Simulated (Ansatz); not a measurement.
Input (CCSDT(Q)/cc-pV(D+d)Z; Ansatz, a program for electronic structure): A basis named .json is the Basis Set Exchange file of that set.

Ansatz 0.2 input:
```yaml
crystal:
  periodic: [false, false, false]
  atoms:
    - {symbol: O, position_ang: [0.02020823, 1.01983024, 0.03651820]}
    - {symbol: H, position_ang: [-0.91858206, 1.34752059, 0.03195986]}
    - {symbol: Cl, position_ang: [0.04452448, -0.55918603, -0.01906502]}
basis:
  gaussian:
    orbitals: cc-pV_D+d_Z.json
total_charge: 1
magnetization: {spin_polarized: true, initial_magnetization: 1}
correlation: {method: ccsdt_q, electrons: outside_noble_gas}
```

Output:

```
Functional definition: HF
integrals: 0.02 GiB planned
728 factors; integrals over basis functions are off by at most 1.4e-7 eV
mean field: 0.12 GiB planned
mean field evaluation 1: about -14541.5301 eV, gradient 2.7e1 eV
mean field evaluation 2: about -14541.5752 eV, gradient 2.7e1 eV
mean field evaluation 4: about -14544.1932 eV, gradient 2.0e0 eV
mean field evaluation 8: about -14544.2273 eV, gradient 2.7e-1 eV
mean field evaluation 16: about -14544.2402 eV, gradient 6.9e-3 eV
mean field evaluation 32: about -14544.2376 eV, gradient 9.4e-2 eV
mean field evaluation 64: about -14543.5165 eV, gradient 1.1e-6 eV
mean field evaluation 96: about -14544.2392 eV, gradient 1.2e-1 eV
mean field evaluation 128: about -14543.5015 eV, gradient 1.1e0 eV
mean field evaluation 160: about -14543.4901 eV, gradient 8.9e-1 eV
mean field evaluation 192: about -14539.5829 eV, gradient 4.1e-4 eV
mean field evaluation 224: about -14544.2386 eV, gradient 7.9e-2 eV
mean field evaluation 256: about -14539.0529 eV, gradient 5.9e-4 eV
mean field -14544.24017792 eV, -534.4909680984 hartree, gradient 3.3e-6 eV, S^2 0.770538; 11 other end points of the search recorded, 0 dependent functions left out
determinant -14544.24017792 eV, -534.4909680984 hartree, with singles and doubles -14553.58453643 eV, -534.8343669401 hartree
determinant -14543.51648527 eV, -534.4643728842 hartree, with singles and doubles -14552.55529018 eV, -534.7965428378 hartree
6 core orbitals not correlated
reference -14544.24017792 eV, -534.4909680984 hartree; 7, 6 occupied and 29, 30 virtual orbitals, 728 factors
second order -8.81517459 eV of doubles, -0.00000000 eV of singles
coupled cluster: 0.55 GiB planned
cycle   1  -8.97997315 eV  change   -1.6e-1 eV  update   8.5e-2
cycle   2  -9.41699018 eV  change   -4.4e-1 eV  update   3.9e-2
cycle   3  -9.64810207 eV  change   -2.3e-1 eV  update   1.9e-2
cycle   4  -9.64672360 eV  change    1.4e-3 eV  update   8.7e-3
cycle   5  -9.63978370 eV  change    6.9e-3 eV  update   5.3e-3
cycle   6  -9.64363449 eV  change   -3.9e-3 eV  update   2.3e-3
cycle   7  -9.64414959 eV  change   -5.2e-4 eV  update   9.5e-4
cycle   8  -9.64335642 eV  change    7.9e-4 eV  update   3.6e-4
cycle   9  -9.64333056 eV  change    2.6e-5 eV  update   1.7e-4
cycle  10  -9.64329515 eV  change    3.5e-5 eV  update   7.1e-5
cycle  11  -9.64333549 eV  change   -4.0e-5 eV  update   3.7e-5
cycle  12  -9.64334737 eV  change   -1.2e-5 eV  update   1.6e-5
cycle  13  -9.64335896 eV  change   -1.2e-5 eV  update   9.3e-6
cycle  14  -9.64335787 eV  change    1.1e-6 eV  update   5.1e-6
cycle  15  -9.64336037 eV  change   -2.5e-6 eV  update   2.9e-6
cycle  16  -9.64336026 eV  change    1.1e-7 eV  update   1.7e-6
cycle  17  -9.64336005 eV  change    2.1e-7 eV  update   1.0e-6
perturbative correction -0.03936923 eV, -0.0014467924 hartree
Total energy: -14553.92290719 eV, -534.8468018361 hartree
```
